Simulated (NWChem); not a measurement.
Molecule: allene (C3H4); SMILES C=C=C

Program: NWChem. The geometry was optimised at PBE0/def2-SVP. Level: PBE0/def2-SVP with SMD (1 M gas to 1 M solution), gas-phase geometry.

Task: Estimate the computed values for solvent water. Quantities: solvation free energy (kcal/mol); cavity-dispersion-structure term (kcal/mol).

Result: 
```yaml
solvation free energy (kcal/mol): 1.0
cavity-dispersion-structure term (kcal/mol): 3.7
```
